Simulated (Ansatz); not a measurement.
Results of PBE (PAW; Ansatz, a first-principles code) for zinc-blende CdTe.

The same calculation (at the measured cell, 34.012 Å³/atom) with different numerical settings:

```json
[
 {"run": "1", "k mesh": "4×4×4", "gap on the mesh (eV)": "0.762", "total energy (eV/atom)": "-7617.6230"},
 {"run": "2", "k mesh": "6×6×6", "gap on the mesh (eV)": "0.773", "total energy (eV/atom)": "-7617.6513"},
 {"run": "3", "k mesh": "8×8×8", "gap on the mesh (eV)": "0.774", "total energy (eV/atom)": "-7617.6540"},
 {"run": "4", "k mesh": "12×12×12", "gap on the mesh (eV)": "0.775", "total energy (eV/atom)": "-7617.6544"},
 {"run": "5", "k mesh": "16×16×16", "gap on the mesh (eV)": "0.775", "total energy (eV/atom)": "-7617.6544"},
 {"run": "6", "k mesh": "20×20×20", "gap on the mesh (eV)": "0.775", "total energy (eV/atom)": "-7617.6544"}
]
```

In the column total energy (eV/atom) the first row differs from the last by +0.0314 and the next to last by 0.0000.

The last row is no converged limit: other settings stay fixed.

Spin–orbit coupling is not included.
